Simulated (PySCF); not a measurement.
**Spin states of PN**

Unrestricted PBE0; basis P def2-TZVPPD, N def2-TZVPPD; no relativity; PySCF 2.14. Outer shells of the fragments: P 3s2 3p3; N 2s2 2p3.

Followed along the bond (rough minima from three points):

| 2Ms+1 | unpaired | ⟨S²⟩ at the start | R at minimum (Å) | Te (eV) |
| --- | --- | --- | --- | --- |
| 1 | none | 0.00 | 1.48 | 0.00 |
| 3 | π ↑↑ | 2.05 | 1.63 | 3.15 |
| 5 | π ↑↑↑↑ | 6.02 | none in the scan | ≤ 4.76 |

Solutions found at the starting distance of 1.720 Å, counted from the lowest of them; the search is not exhaustive and high or unbound solutions are not listed, so other states can lie among these:

```tsv
2Ms+1	unpaired	term	E (eV)	⟨S²⟩	⟨Lz²⟩	μ (D)
1	none	¹Σ⁺	0.00	0.00	0.00	-2.77
3	π ↑↑	mixed	1.91	2.05	2.02	-1.81
3	π ↑↑	mixed	2.66	2.01	2.01	-1.90
1	π ↑↓	mixed	2.86	1.01	2.03	-1.96
3	σ ↑, π ↑	³Π	2.97	2.15	1.04	-1.55
1	σ ↓, π ↑	mixed	3.30	1.16	1.03	-1.72
5	π ↑↑↑↑	⁵Σ⁺	3.70	6.02	0.00	-0.45
5	σ ↑, π ↑↑↑	⁵Π	4.56	6.01	1.01	-0.66
1	π ↑↑↓↓	mixed	4.65	2.02	4.05	-0.41
3	σ ↑, π ↑↑↓	mixed	5.30	3.02	3.04	-0.66
1	σ ↓, π ↑↑↓	mixed	5.62	2.03	3.04	-0.74
3	σ ↑, π ↑	³Π	6.41	2.02	1.02	-0.79
3	σ ↑↑	³Σ⁺	6.77	2.03	0.00	-0.50
5	σ ↑, π ↑↑↑	⁵Π	8.12	6.01	1.01	0.15
```

A term symbol is given only where ⟨S²⟩ and ⟨Lz²⟩ are close to those of a pure state; real π, δ and φ orbitals otherwise mix terms. A positive dipole means P(−)N(+).

Problem. Compare the gap between the two lowest followed solutions at the starting distance with the gap between their minima.

Solution. At PBE0 the second solution (triplet, unpaired electrons π ↑↑) lies +1.91 eV from the first (singlet, closed shell) at 1.720 Å and +3.15 eV at the minima; the two curves relax by different amounts, since their minima lie near 1.63 and 1.48 Å.

The measured ground state is X ¹Σ+ (Huber and Herzberg, Constants of Diatomic Molecules (1979)).

Counting both spins, an empty level lies below a filled one in some of these solutions, because spin and occupation are held.
